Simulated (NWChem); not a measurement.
System: allene (C3H4); SMILES C(=C)=C

```xyz
7

C      0.0000     0.0000     1.3165
C      0.0000     0.0000     0.0000
C      0.0000     0.0000    -1.3165
H     -0.6663     0.6663     1.8909
H      0.6663    -0.6663     1.8909
H     -0.6663    -0.6663    -1.8909
H      0.6663     0.6663    -1.8909
```
Atoms are numbered in this order, from 1.

The geometry was optimised at PBE-D3(BJ)/def2-SVP.

Task: List the 4 lowest vertical singlet excitations from Hartree-Fock/aug-cc-pVDZ, CIS (NWChem).

Result: 
| state | energy (eV) | oscillator strength | leading excitation (squared amplitude) |
|---|---|---|---|
| S1 | 6.13 | 0.000 | HOMO → LUMO+5 (0.20) |
| S2 | 6.46 | 0.000 | HOMO−1 → LUMO+6 (0.20) |
| S3 | 7.14 | 0.048 | HOMO−1 → LUMO (0.75) |
| S4 | 7.14 | 0.048 | HOMO → LUMO (0.75) |
